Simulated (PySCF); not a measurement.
From one molecule to another.

First species: dimethylphosphine, C2H7P.
Z-matrix (Å and degrees, GFN2-xTB geometry), rows numbered from 1:
```
C 
P   1  1.8525
C   2  1.8527  1   98.14
H   1  1.0877  2  109.12  3  -168.77
H   1  1.0892  2  108.76  3    73.13
H   1  1.0885  2  111.47  3   -47.53
H   2  1.4029  1   95.36  3    96.22
H   3  1.0877  2  109.10  1   168.84
H   3  1.0885  2  111.50  1    47.59
H   3  1.0892  2  108.73  1   -73.08
```

Second species: C₆H₁₅OP.
SMILES: `CC[C@@H](C)[P@H](=O)CC`

Levels: PBE0/pcSseg-1 for dipole moment, HOMO energy, LUMO energy and HOMO–LUMO gap; GFN2-xTB for rotational constant A and rotational constant C. Geometries: GFN2-xTB. Each species is one conformer at its optimised geometry, gas phase, non-relativistic unless stated. Electronic properties by PySCF.

The conformers computed, where there is a choice (atom-mapped SMILES and torsion angles):
- `[CH3:1][CH2:2][C@@H:3]([CH3:4])[P@H:5](=[O:6])[CH2:7][CH3:8]`: C1–C2–C3–C4 -179°, C2–C3–P5–O6 -47°, C3–P5–C7–C8 -172°

Values for the first species:

* Dipole moment: 1.32 D
* HOMO energy: -6.79 eV
* LUMO energy: 0.92 eV
* HOMO–LUMO gap: 7.71 eV
* Rotational constant A: 15.724 GHz
* Rotational constant C: 5.460 GHz

(1) Estimate the same properties for the second species, and the change in each.

## Answers

(1) 
```csv
property,first,second,second less first
dipole moment,1.32 D,3.67 D,+2.35 D
HOMO energy,-6.79 eV,-7.50 eV,-0.71 eV
LUMO energy,0.92 eV,1.09 eV,+0.17 eV
HOMO–LUMO gap,7.71 eV,8.59 eV,+0.88 eV
rotational constant A,15.724 GHz,2.679 GHz,-13.045 GHz
rotational constant C,5.460 GHz,0.921 GHz,-4.539 GHz
```

On the first: In atomic units the dipole is 0.52 e·bohr (1 au = 2.5417 D).

On the second: In atomic units the dipole is 1.45 e·bohr (1 au = 2.5417 D).
